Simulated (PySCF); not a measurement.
C₅H₆S.
SMILES: `C#C/C=C\SC`

A PySCF run (density fitting, gas phase, GFN2-xTB geometry) gave HOMO -7.90 eV, LUMO 0.85 eV, dipole 0.86 D and E = -592.120 Eh.

Task: Which of these levels was it?
A. PBE/def2-SVPD
B. PBE0/pcseg-1
C. wB97X-D/pcSseg-1

Result: C. It is wB97X-D/pcSseg-1. All candidates on this geometry:

```csv
level and settings,kind,basis functions,SCF cycles,E (Eh),HOMO (eV),LUMO (eV),dipole (D)
"PBE/def2-SVPD, start guess atom",GGA,175,12,-591.5535,-5.15,-1.75,0.76
"PBE0/pcseg-1, grid level 3",global hybrid,118,14,-591.7989,-6.17,-0.87,0.86
wB97X-D/pcSseg-1,range-separated hybrid,139,14,-592.1205,-7.90,0.85,0.86
```

The nearest other candidate, by the summed differences of HOMO and LUMO, is PBE0/pcseg-1: its HOMO differs by +1.73 eV and its LUMO by -1.72 eV. wB97X-D ran without the empirical dispersion term, which would shift the total energy alone. Cycle counts include a coarse-grid stage where the run had one.

The values belong to the conformer `[CH:1]#[C:2]/[CH:3]=[CH:4]\[S:5][CH3:6]`: C3–C4–S5–C6 0°.
